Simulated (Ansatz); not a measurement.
**BH₃Cl (doublet): the correlation ladder at distance Cl1–H2 along a hydrogen transfer = 1.548 Å, cc-pVDZ**

How much of the correlation energy of BH₃Cl (doublet) does each wave-function method recover here?

Computed with Ansatz 0.2.0, Gaussian basis. Level: cc-pVDZ, correlated electrons: outside noble gas.

The runs, in order: UHF; CCSD(T) on ROHF; CCSD(T) on UHF; BCCD(T) on ROHF; CISD; CCSDT(Q) on ROHF; CCSDT(Q) on UHF; CASSCF and MRCISD+Q, 3 electrons in 3 orbitals; CASSCF and NEVPT2, 3 electrons in 3 orbitals.

## 1. The geometry

The geometry derives from fragments relaxed apart (PBE0/def2-TZVP) and kept rigid, so it is no stationary point. A hydrogen atom is moved between rigid fragments.

5 atoms, charge 0, spin multiplicity 2.

Atoms are counted from 1 here; the program's logs count them from 0.

Bond lengths: Cl1–H2 1.548 Å, H2–B3 1.215 Å, B3–H4 1.191 Å, B3–H5 1.191 Å. Angles: Cl1–H2–B3 180.0°, H2–B3–H4 115.3°, H2–B3–H5 115.3°, H4–B3–H5 129.4°.

Coordinates:

```
atom    x (Å)   y (Å)    z (Å)
 Cl1  -0.7715  0.0000   0.0000
  H2   0.7765  0.0000   0.0000
  B3   1.9915  0.0000   0.0000
  H4   2.5005  0.0000   1.0770
  H5   2.5005  0.0000  -1.0770
```

In the tables R marks a restricted open-shell determinant and U an unrestricted one; 'pair' is the active space of 3 electrons in 3 orbitals; correlation energies count from the lowest restricted Hartree-Fock solution.

## 2. UHF

File in.yaml:

```yaml
crystal:
  periodic: [false, false, false]
  atoms:
    - {symbol: Cl, position_ang: [-0.771533, 0.000000, 0.000000]}
    - {symbol: H, position_ang: [0.776467, 0.000000, 0.000000]}
    - {symbol: B, position_ang: [1.991467, 0.000000, 0.000000]}
    - {symbol: H, position_ang: [2.500540, 0.000000, 1.077008]}
    - {symbol: H, position_ang: [2.500540, 0.000000, -1.077008]}
basis:
  gaussian: {orbitals: cc-pVDZ}
magnetization: {spin_polarized: true, initial_magnetization: 1}
hamiltonian: {xc: hf}
output: {orbitals: {seedname: orbitals}}
```

Command:

```
> ansatz run in.yaml --threads 1 --pin off --events-out ev --progress --plain --max-ram 2393MiB
```

After this run come: CCSD(T) on ROHF; CCSD(T) on UHF; BCCD(T) on ROHF; CISD; CCSDT(Q) on ROHF; CCSDT(Q) on UHF; CASSCF and MRCISD+Q, 3 electrons in 3 orbitals; CASSCF and NEVPT2, 3 electrons in 3 orbitals.

Before running them: what should the planned runs give, taken together? Wanted: correlation energy, UCCSDT(Q); RMP2 from UCCSDT(Q); UMP2 from UCCSDT(Q); RCCSD from UCCSDT(Q); RCCSD(T) from UCCSDT(Q); UCCSD(T) from UCCSDT(Q); RCCSDT(Q) from UCCSDT(Q); NEVPT2 pair from UCCSDT(Q); MRCISD+Q pair from UCCSDT(Q).

As calculated:

```
                                      quantity                                                   value
                 correlation energy, UCCSDT(Q)                                              -7.3800 eV
                           RMP2 from UCCSDT(Q)                                           +108.4 kJ/mol
                           UMP2 from UCCSDT(Q)                                           +113.4 kJ/mol
                          RCCSD from UCCSDT(Q)                                            +15.2 kJ/mol
                       RCCSD(T) from UCCSDT(Q)                                             +2.9 kJ/mol
                       UCCSD(T) from UCCSDT(Q)                                             +2.9 kJ/mol
                      RCCSDT(Q) from UCCSDT(Q)                                              0.0 kJ/mol
                    NEVPT2 pair from UCCSDT(Q)                                           +112.1 kJ/mol
                  MRCISD+Q pair from UCCSDT(Q)                                             +4.3 kJ/mol
levels of the table within 1 kcal/mol (43 meV)  RCCSD(T), UCCSD(T), BCCD(T), RCCSDT, UCCSDT, RCCSDT(Q)
                                 T1 diagnostic                                                   0.016
```

**Reading.** RCCSD(T) misses by +2.9 kJ/mol, 0.4 % of the correlation energy. Of the multireference levels listed MRCISD+Q pair comes nearest in total energy (+4.3 kJ/mol), which doesn't show that its space is the better one. These misses are within one basis, not against nature; the frozen cores of restricted and unrestricted runs differ, which can shift their rows.
